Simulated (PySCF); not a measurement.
A structure optimised at ωB97X-D3(BJ)/def2-SVP, used in a PySCF frequency run:

```xyz
5

Cl     1.0195     1.0195    -1.0195
C      0.0000     0.0000     0.0000
Cl    -1.0195     1.0195     1.0195
Cl    -1.0195    -1.0195    -1.0195
Cl     1.0195    -1.0195     1.0195
```

**Question.** Write its SMILES, formula and point group.

**Answer.** ClC(Cl)(Cl)Cl, CCl₄, Td

**Question.** What are its rotational constants (standard atomic weights)?

**Answer.** 1.7145, 1.7145, 1.7145 GHz
